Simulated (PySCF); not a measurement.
Compound: para-CH2CCCN radical, C4H2N (doublet state).
Atom-mapped SMILES: `[CH2:1][C:2]#[C:3][C:4]#[N:5]` (hydrogens: H6, H7 on C1)

Structure used (PBE0-D3(BJ)/def2-SVP), in Å, numbered top down from 1:
```xyz
7
C4H2N angstrom
C     -1.4140   -0.6000    0.8524
C     -0.2871   -0.1228    0.2700
C      0.7453    0.3154   -0.2645
C      1.8746    0.7974   -0.8487
N      2.8451    1.2125   -1.3508
H     -2.3684   -0.5892    0.3186
H     -1.3888   -1.0035    1.8685
```

Method: UKS BHandHLYP, IGLO-III on C N, pcH-1 on H, non-relativistic, mean-field spin-orbit, GIAO (PySCF 2.14.0). Geometry: PBE0-D3(BJ)/def2-SVP; no solvent, vibrations or thermal averaging.

Output of the driver script. Atoms in this output count from 0.

```
UKS, coarse grid
  cycle   1  E = -208.13684647  |g| = 3.01e-01
  cycle   2  E = -208.06899233  |g| = 5.24e-01
  cycle   3  E = -208.19572272  |g| = 3.94e-02
  cycle   4  E = -208.19754177  |g| = 2.97e-02
  cycle   5  E = -208.19828510  |g| = 1.40e-02
  cycle   6  E = -208.19867806  |g| = 9.29e-03
  cycle   7  E = -208.19885038  |g| = 6.28e-03
  cycle   8  E = -208.19895919  |g| = 3.10e-03
  cycle   9  E = -208.19901867  |g| = 2.10e-03
  cycle  10  E = -208.19904960  |g| = 1.20e-03
  cycle  11  E = -208.19905776  |g| = 5.49e-04
UKS, final grid
  cycle   1  E = -208.19905077  |g| = 7.04e-04
  cycle   2  E = -208.19905062  |g| = 1.19e-03
  cycle   3  E = -208.19905125  |g| = 2.04e-04
  cycle   4  E = -208.19905151  |g| = 1.24e-04
  cycle   5  E = -208.19905156  |g| = 6.47e-05
  cycle   6  E = -208.19905158  |g| = 5.30e-05
  cycle   7  E = -208.19905159  |g| = 2.68e-05
  cycle   8  E = -208.19905159  |g| = 1.52e-05
E = -208.19905159 Eh   <S^2> = 0.8417 (exact 0.7500)
g shifts (ppm)      1          2          3
  rmc          -166       -166       -166
  gc              3         42         37
  oz_so         183       1157       1163
  total          20       1033       1035
hyperfine (MHz)  atom isotope    a_iso     a_fc   dipolar eigenvalues
    0   13C      87.79      87.79    -57.79    -55.63    113.43
    1   13C     -99.90     -99.90    -35.26     -2.56     37.82
    2   13C      85.06      85.06    -53.00    -26.39     79.39
    3   13C     -72.67     -72.67    -23.47     -1.98     25.45
    4   14N      12.59      12.59    -16.65     -5.45     22.10
    5    1H     -70.19     -70.19    -27.33     -0.75     28.08
    6    1H     -70.15     -70.15    -27.34     -0.75     28.09
```

Task: Can this result be taken as it stands? Point to the evidence in the output.

Result: No. ⟨S²⟩ = 0.842 is 12 % above the exact 0.750: the determinant holds components of higher spin, so its spin density, and the couplings taken from it, aren't those of a pure doublet state. Most negative Mulliken spin populations: C2 (-0.45) and C4 (-0.27), with atoms counted from 1. At the same geometry and basis B3LYP gives ⟨S²⟩ = 0.782, g_iso = 2.0030 (here 2.0030) and a(13C, atom 2 as the log counts) = 45.2 MHz (here 85.1, class means).

The run took 21 s of wall time on Arm Neoverse V2, one thread, shared host.
